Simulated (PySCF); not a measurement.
## What binds to fluoride, and how strongly

Gas-phase complexes of fluoride (charge -1), each in one structure from a short search with a few starts, optimised by PBE0-D3(BJ)/def2-SVPD or PBE0-D3(BJ)/def2-TZVPD; other ways of binding may lie lower. Energies in kcal/mol, PBE0-D3(BJ)/def2-TZVPD, counterpoise-corrected (PySCF): interaction is complex less parts frozen as they stand in it, binding adds what it costs to deform them. Contacts are written partner···fluoride; electrostatic, Pauli and orbital are terms of the uncorrected same energy, whose rest is dispersion or correlation.

1 other partner is left out, for which the search missed the form known or expected to bind best.

Frequency runs check only 4 of the 7 structures; these show no clear imaginary mode.

Task: Order these partners of fluoride by binding energy, strongest first: AgCl, aluminium trifluoride, methanol, methane, aluminium trichloride, arsenic trifluoride, BeF2.

Result: aluminium trichloride (-117.6), aluminium trifluoride (-113.1), BeF2 (-87.3), AgCl (-74.4), arsenic trifluoride (-58.8), methanol (-31.4), methane (-7.3).
```
              partner  contact  distance (Å)  binding  interaction  electrostatic  Pauli  orbital
aluminium trichloride   Al···F          1.70   -117.6       -141.1         -167.0  105.9    -79.6
aluminium trifluoride   Al···F          1.69   -113.1       -137.5         -168.1   91.1    -60.5
                 BeF2   Be···F          1.47    -87.3       -113.5         -128.6   69.7    -55.1
                 AgCl   Ag···F          2.04    -74.4        -74.8         -111.5   75.5    -39.1
  arsenic trifluoride   As···F          1.90    -58.8        -73.5         -149.5  174.2    -98.0
             methanol    H···F          1.29    -31.4        -40.2          -54.5   60.5    -45.9
              methane    H···F          1.81     -7.3         -7.7          -11.2   15.8    -12.1
```

Atoms past Kr carry effective core potentials.
